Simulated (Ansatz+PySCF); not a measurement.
Results of a calculation; reference values are marked as such.
Input for Ansatz (development build ahead of 0.2.0):

```yaml
crystal:
  periodic: [false, false, false]
  atoms:
    - { symbol: C, position_ang: [1.02115, -0.58714, 0.0] }
    - { symbol: C, position_ang: [-0.01639, 0.60757, 0.0] }
    - { symbol: O, position_ang: [-1.27645, 0.0196, 0.0] }
    - { symbol: H, position_ang: [0.13056, 1.22356, 0.89653] }
    - { symbol: H, position_ang: [0.13056, 1.22356, -0.89653] }
    - { symbol: H, position_ang: [2.03576, -0.18298, 0.0] }
    - { symbol: H, position_ang: [0.88573, -1.20571, 0.88807] }
    - { symbol: H, position_ang: [0.88573, -1.20571, -0.88807] }
basis:
  gaussian: { orbitals: cc-pVTZ }
magnetization:
  spin_polarized: true
  initial_magnetization: 1
hamiltonian:
  xc: hf
correlation:
  method: mp2
  frozen_orbitals: { C: 1, H: 0, O: 1 }
output:
  forces: true
```

The input is written out in the form of the current development build from the run's settings.

Results

| Quantity | Value |
| --- | --- |
| Converged | yes |
| Reference energy | -153.51681 hartree |
| Correlation energy | -0.54143 hartree |
| Total energy | -154.05824 hartree |
| Spin squared of the determinant | 0.760 |
| Stability test | minimum |
| Occupied orbitals by symmetry in an Abelian subgroup (alpha; beta) | 10 A' 3 A''; 9 A' 3 A'' |

Forces (eV/Å):
| atom | Fx | Fy | Fz |
| --- | --- | --- | --- |
| C1 | -0.571 | 0.636 | 0.000 |
| C2 | 0.247 | -0.697 | 0.000 |
| O3 | 0.503 | 0.137 | 0.000 |
| H4 | 0.044 | -0.185 | -0.107 |
| H5 | 0.044 | -0.185 | 0.107 |
| H6 | -0.201 | 0.018 | 0.000 |
| H7 | -0.033 | 0.137 | -0.116 |
| H8 | -0.033 | 0.137 | 0.116 |

Caution: forces differ strongly between restricted and unrestricted references.
